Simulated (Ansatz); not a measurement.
Relaxation of C₂H₅NS₂ (10 atoms, charge 0, multiplicity 1), to a largest force component of 0.015 eV/Å in at most 40 steps.

All numbers below come from RKS r2SCAN/def2-SVP (Ansatz).

```xyz
10
Properties=species:S:1:pos:R:3
N -0.189 -1.387 1.045
C 0.055 -0.790 -0.199
C 0.101 0.508 -0.570
S -0.024 1.794 0.597
S 0.478 0.927 -2.221
H -0.671 -2.246 0.959
H -0.755 -0.717 1.631
H 0.280 -1.546 -0.949
H 0.354 1.142 1.721
H 0.555 -0.356 -2.653
```

Task: Where does it end, and by what steps?

Result: It converged. After 20 steps the energy has fallen by 0.575 eV; H10 moved furthest, 1.51 Å.

```
step  energy less start (eV)  largest force component (eV/Å)  accepted
   0                  0.0000                           3.152       yes
   1                 -0.2590                           1.013       yes
   2                 -0.3283                           0.669       yes
   3                 -0.3302                           0.728       yes
   4                 -0.3817                           0.484       yes
   5                 -0.3664                           0.312        no
   6                 -0.3980                           0.203       yes
   7                 -0.4079                           0.091       yes
   8                 -0.4144                           0.529       yes
   9                 -0.4288                           0.635       yes
  10                 -0.4715                           0.538       yes
  11                 -0.4965                           0.337       yes
  12                 -0.5400                           0.237       yes
  13                 -0.5447                           0.579       yes
  14                 -0.5645                           0.093       yes
  15                 -0.5351                           0.410        no
  16                 -0.5714                           0.027       yes
  17                 -0.5736                           0.119       yes
  18                 -0.5745                           0.077       yes
  19                 -0.5748                           0.016       yes
  20                 -0.5748                           0.013       yes
```

```xyz
10
Properties=species:S:1:pos:R:3
N -0.375 -1.542 1.126
C 0.074 -1.132 -0.094
C 0.196 0.159 -0.519
S -0.503 1.478 0.452
S 1.125 0.506 -1.986
H -0.724 -2.487 1.218
H -0.813 -0.835 1.710
H 0.416 -1.931 -0.763
H 0.651 2.015 0.924
H 0.138 1.097 -2.706
```

Whether the end is a true minimum wasn't checked by a vibrational analysis.

Time of the run: 64 s on 2 threads of Arm Neoverse V2, on a shared host, peak memory 0.16 GiB.
